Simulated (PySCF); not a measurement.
Spin-rotation constants: C$_{5}$H$_{8}$S

Geometry (Å), atoms numbered from 1 in this order:
```xyz
14

C     1.707    0.351    1.421
C     0.969    0.113    0.264
C    -0.350   -0.414    0.302
C    -0.890   -1.217   -0.808
C    -1.299    0.233   -0.605
S    -0.575    1.283   -1.866
H     2.783    0.472    1.351
H     1.396    0.292    2.476
H     1.427    0.111   -0.632
H    -0.575   -0.567    1.291
H    -0.409   -1.651   -1.701
H    -1.553   -1.846   -0.203
H    -2.345    0.394   -0.284
H    -1.881    2.812   -1.362
```

Method: GIAO B3LYP/pcSseg-1 magnetisability, rotational g tensor and spin-rotation constants, non-relativistic, gas phase in PySCF 2.14.0. Geometry: GFN2-xTB, normal-mode sample at 600 K.

The bonding changed while the geometry was optimised; results refer to the coordinates, not to the name.

(1) Give the nuclear spin-rotation constants along the inertial axes (H = +C I·J) beside the isotropic shieldings.

Results:

(1) Rotational constants 4.6047, 2.1197, 1.6481 GHz. A star marks the isotopologue with that one atom substituted, in its own axes.
| atom | isotope | Caa (kHz) | Cbb (kHz) | Ccc (kHz) | mean (kHz) | σ (ppm) |
| --- | --- | --- | --- | --- | --- | --- |
| H7 | 1H | -0.265 | -0.058 | -0.060 | -0.128 | 26.4 |
| H8 | 1H | -0.163 | -0.174 | 0.011 | -0.109 | 25.5 |
| H9 | 1H | -0.353 | -0.210 | 0.074 | -0.163 | 26.7 |
| H10 | 1H | -0.238 | -0.213 | -0.080 | -0.177 | 30.5 |
| H11 | 1H | -0.481 | -0.231 | 0.011 | -0.234 | 30.3 |
| H12 | 1H | -0.477 | -0.004 | -0.144 | -0.208 | 29.9 |
| H13 | 1H | -0.348 | -0.164 | -0.009 | -0.173 | 27.8 |
| H14 | 1H | -0.172 | -0.139 | -0.013 | -0.108 | 23.0 |
| C1 | 13C* | 1.352 | 0.612 | 0.596 | 0.853 | 52.5 |
| C2 | 13C* | 1.589 | 0.737 | 0.677 | 1.001 | 20.7 |
| C3 | 13C* | 1.044 | 0.256 | 0.269 | 0.523 | 150.3 |
| C4 | 13C* | 0.664 | 0.364 | 0.232 | 0.420 | 161.1 |
| C5 | 13C* | 0.956 | 0.286 | 0.290 | 0.511 | 147.8 |
| S6 | 33S* | 2.966 | 2.350 | 1.041 | 2.119 | -663.2 |

For the geometry as given, no vibrational averaging.
